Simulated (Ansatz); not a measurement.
Active spaces for PH3, singlet

Calculated in Ansatz's Gaussian-basis code; NEVPT3, NEVPT4(SD), MRCISD by development code. Basis aug-cc-pV(T+d)Z, nonrelativistic, 5 orbitals frozen in the corrections. State-specific CASSCF; RHF is the lowest restricted (open-shell) Hartree–Fock solution met. Letters tell apart solutions met in one space. No symmetry is imposed, so a solution can break that of the shape. The lowest solution met needn't be the lowest there is, nor hold the orbitals that a chemist would pick.

Geometry:

```xyz
4

P    -0.1246    0.0000    0.0000
H     0.6231    1.2006    0.0000
H     0.6231   -0.6003    1.0398
H     0.6231   -0.6003   -1.0398
```

CASSCF less RHF, in eV, and natural occupations:

```
    CAS  CASSCF  occupations
(2,2) a  -0.394   1.98, 0.02
(2,2) b  -0.321   1.97, 0.03
```

What totals less RHF do the corrections give on each solution?



| CAS | SC-NEVPT2 | FIC-NEVPT2 | NEVPT3 | NEVPT4(SD) | MRCISD |
| --- | --- | --- | --- | --- | --- |
| (2,2) a | -4.630 | -4.631 | -5.311 | -5.545 | -5.229 |
| (2,2) b | -4.631 | -4.632 | -5.298 | -5.533 | -5.219 |

How do single-reference totals in the same basis and frozen core stand against SC-NEVPT2 in CAS(2,2) a?

CCSD(T) -1.035 eV. Coupled cluster stands on the determinant that it favours, which can lie over the RHF solution above, and is in doubt where the occupations are far from 0, 1 and 2.

Roughly how much CPU time does a whole run from the default start take (median of such runs, summed over threads; nearly all runs on one pinned thread of a shared server, mostly Xeon at 2.3 to 2.6 GHz, by a development driver)?

CAS(2,2) b: about 3.5 s. Other jobs ran beside these, and the count of passes differs.
